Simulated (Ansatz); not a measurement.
Job for Ansatz (a quantum-chemistry and plane-wave program): R-CCSD(T)/aug-cc-pVTZ on ozone (SMILES O=[O+][O-]), atoms moved off the minimum.

Ansatz 0.2 input:
```yaml
crystal:
  periodic: [false, false, false]
  atoms:
    - {symbol: O, position_ang: [1.07743645, -0.18969553, -0.00719604]}
    - {symbol: O, position_ang: [0.03254665, 0.48330970, 0.03268178]}
    - {symbol: O, position_ang: [-1.08765519, -0.17827850, -0.05628243]}
basis:
  gaussian:
    orbitals: aug-cc-pVTZ
magnetization: {spin_polarized: false}
correlation: {method: ccsd_t, electrons: outside_noble_gas}
scf: {lower_state_search: off}
output: {forces: true}
```

Q: What total energy does the run end on?

A: -225.1527 hartree (reference determinant -224.3441, T1 diagnostic 0.032).

Q: How many basis functions does it have, and what does it roughly cost on one machine?

A: 138 functions; about 100 core-seconds (a rough figure).
